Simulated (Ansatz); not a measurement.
Ansatz (a program for electronic structure) input (B3LYP-D3(BJ)/def2-TZVP):

Ansatz 0.2 input:
```yaml
crystal:
  periodic: [false, false, false]
  atoms:
    - {symbol: N, position_ang: [-0.00000000, -0.00000000, -0.13023549]}
    - {symbol: H, position_ang: [0.00000000, 0.00000000, 0.91164840]}
basis:
  gaussian:
    orbitals: def2-TZVP
hamiltonian:
  xc: b3lyp
  dispersion: d3bj
magnetization: {spin_polarized: true, initial_magnetization: 2}
phonons: {temperatures: {t_min: 298.15, t_max: 298.15, t_step: 100}}
```

Output:

```
Functional definition: B3LYP
integrals: 0.00 GiB planned
199 factors; their error is unknown
mean field: 0.07 GiB planned
mean field evaluation 1: about -1502.3805 eV, gradient 1.5e1 eV
mean field evaluation 2: about -1502.3431 eV, gradient 1.5e1 eV
mean field evaluation 4: about -1503.2901 eV, gradient 8.1e-2 eV
mean field evaluation 8: about -1503.2892 eV, gradient 7.7e-4 eV
mean field -1503.28922118 eV, -55.2448599125 hartree, gradient 4.5e-5 eV, S^2 2.005608; 0 other end points of the search recorded, 0 dependent functions left out
the calculation of the forces begins
reference -1503.28935029 eV, -55.2448646571 hartree; 5, 3 occupied and 32, 34 virtual orbitals, 199 factors
these checks for a lower state are left out or cut short: stability, starts, cluster_reference, orbital_swaps, neighbouring_geometries, increment
integrals: 0.00 GiB planned
199 factors; their error is unknown
mean field: 0.07 GiB planned
mean field evaluation 16: about -1503.2892 eV, gradient 1.6e-1 eV
mean field -1503.28922118 eV, -55.2448599125 hartree, gradient 2.5e-6 eV, S^2 2.005608; 0 other end points of the search recorded, 0 dependent functions left out
the calculation of the forces begins
reference -1503.28935029 eV, -55.2448646571 hartree; 5, 3 occupied and 32, 34 virtual orbitals, 199 factors
these checks for a lower state are left out or cut short: stability, starts, cluster_reference, orbital_swaps, neighbouring_geometries, increment
integrals: 0.00 GiB planned
199 factors; their error is unknown
mean field: 0.07 GiB planned
mean field -1503.28922118 eV, -55.2448599125 hartree, gradient 2.5e-6 eV, S^2 2.005608; 0 other end points of the search recorded, 0 dependent functions left out
the calculation of the forces begins
reference -1503.28935029 eV, -55.2448646571 hartree; 5, 3 occupied and 32, 34 virtual orbitals, 199 factors
these checks for a lower state are left out or cut short: stability, starts, cluster_reference, orbital_swaps, neighbouring_geometries, increment
integrals: 0.00 GiB planned
199 factors; their error is unknown
mean field: 0.07 GiB planned
mean field evaluation 32: about -1503.2892 eV, gradient 1.6e-1 eV
mean field -1503.28922118 eV, -55.2448599125 hartree, gradient 2.5e-6 eV, S^2 2.005608; 0 other end points of the search recorded, 0 dependent functions left out
the calculation of the forces begins
reference -1503.28935029 eV, -55.2448646571 hartree; 5, 3 occupied and 32, 34 virtual orbitals, 199 factors
these checks for a lower state are left out or cut short: stability, starts, cluster_reference, orbital_swaps, neighbouring_geometries, increment
integrals: 0.00 GiB planned
199 factors; their error is unknown
mean field: 0.07 GiB planned
mean field -1503.28922118 eV, -55.2448599125 hartree, gradient 2.5e-6 eV, S^2 2.005608; 0 other end points of the search recorded, 0 dependent functions left out
the calculation of the forces begins
reference -1503.28935029 eV, -55.2448646571 hartree; 5, 3 occupied and 32, 34 virtual orbitals, 199 factors
these checks for a lower state are left out or cut short: stability, starts, cluster_reference, orbital_swaps, neighbouring_geometries, increment
integrals: 0.00 GiB planned
199 factors; their error is unknown
mean field: 0.07 GiB planned
mean field -1503.28910694 eV, -55.2448557142 hartree, gradient 2.5e-6 eV, S^2 2.005587; 0 other end points of the search recorded, 0 dependent functions left out
the calculation of the forces begins
reference -1503.28923597 eV, -55.2448604559 hartree; 5, 3 occupied and 32, 34 virtual orbitals, 199 factors
these checks for a lower state are left out or cut short: stability, starts, cluster_reference, orbital_swaps, neighbouring_geometries, increment
integrals: 0.00 GiB planned
199 factors; their error is unknown
mean field: 0.07 GiB planned
mean field -1503.28910824 eV, -55.2448557618 hartree, gradient 2.5e-6 eV, S^2 2.005630; 0 other end points of the search recorded, 0 dependent functions left out
the calculation of the forces begins
reference -1503.28923743 eV, -55.2448605096 hartree; 5, 3 occupied and 32, 34 virtual orbitals, 199 factors
these checks for a lower state are left out or cut short: stability, starts, cluster_reference, orbital_swaps, neighbouring_geometries, increment
integrals: 0.00 GiB planned
199 factors; their error is unknown
mean field: 0.07 GiB planned
mean field evaluation 64: about -1503.2892 eV, gradient 1.6e-1 eV
mean field -1503.28922118 eV, -55.2448599125 hartree, gradient 2.5e-6 eV, S^2 2.005608; 0 other end points of the search recorded, 0 dependent functions left out
the calculation of the forces begins
reference -1503.28935029 eV, -55.2448646571 hartree; 5, 3 occupied and 32, 34 virtual orbitals, 199 factors
these checks for a lower state are left out or cut short: stability, starts, cluster_reference, orbital_swaps, neighbouring_geometries, increment
integrals: 0.00 GiB planned
199 factors; their error is unknown
mean field: 0.07 GiB planned
mean field -1503.28922118 eV, -55.2448599125 hartree, gradient 2.5e-6 eV, S^2 2.005608; 0 other end points of the search recorded, 0 dependent functions left out
the calculation of the forces begins
reference -1503.28935029 eV, -55.2448646571 hartree; 5, 3 occupied and 32, 34 virtual orbitals, 199 factors
these checks for a lower state are left out or cut short: stability, starts, cluster_reference, orbital_swaps, neighbouring_geometries, increment
integrals: 0.00 GiB planned
199 factors; their error is unknown
mean field: 0.07 GiB planned
mean field -1503.28922118 eV, -55.2448599125 hartree, gradient 2.5e-6 eV, S^2 2.005608; 0 other end points of the search recorded, 0 dependent functions left out
the calculation of the forces begins
reference -1503.28935029 eV, -55.2448646571 hartree; 5, 3 occupied and 32, 34 virtual orbitals, 199 factors
these checks for a lower state are left out or cut short: stability, starts, cluster_reference, orbital_swaps, neighbouring_geometries, increment
integrals: 0.00 GiB planned
199 factors; their error is unknown
mean field: 0.07 GiB planned
mean field -1503.28922118 eV, -55.2448599125 hartree, gradient 2.5e-6 eV, S^2 2.005608; 0 other end points of the search recorded, 0 dependent functions left out
the calculation of the forces begins
reference -1503.28935029 eV, -55.2448646571 hartree; 5, 3 occupied and 32, 34 virtual orbitals, 199 factors
these checks for a lower state are left out or cut short: stability, starts, cluster_reference, orbital_swaps, neighbouring_geometries, increment
integrals: 0.00 GiB planned
199 factors; their error is unknown
mean field: 0.07 GiB planned
mean field evaluation 96: about -1503.2890 eV, gradient 1.6e-1 eV
mean field -1503.28910824 eV, -55.2448557618 hartree, gradient 2.5e-6 eV, S^2 2.005630; 0 other end points of the search recorded, 0 dependent functions left out
the calculation of the forces begins
reference -1503.28923743 eV, -55.2448605096 hartree; 5, 3 occupied and 32, 34 virtual orbitals, 199 factors
these checks for a lower state are left out or cut short: stability, starts, cluster_reference, orbital_swaps, neighbouring_geometries, increment
integrals: 0.00 GiB planned
199 factors; their error is unknown
mean field: 0.07 GiB planned
mean field -1503.28910694 eV, -55.2448557142 hartree, gradient 2.5e-6 eV, S^2 2.005587; 0 other end points of the search recorded, 0 dependent functions left out
the calculation of the forces begins
reference -1503.28923597 eV, -55.2448604559 hartree; 5, 3 occupied and 32, 34 virtual orbitals, 199 factors
Total energy: -1503.29816699 eV, -55.2451886647 hartree
Atom 0 at    -0.000000    -0.000000    -0.130235 Å, force     0.000000    -0.000000    -0.000076 eV/Å
Atom 1 at     0.000000     0.000000     0.911648 Å, force    -0.000000     0.000000     0.000076 eV/Å
Dipole moment:    -0.000000    -0.000000     0.331791 e Å
Vibrations: 3242.25 cm⁻¹, zero-point energy 0.200994 eV
```
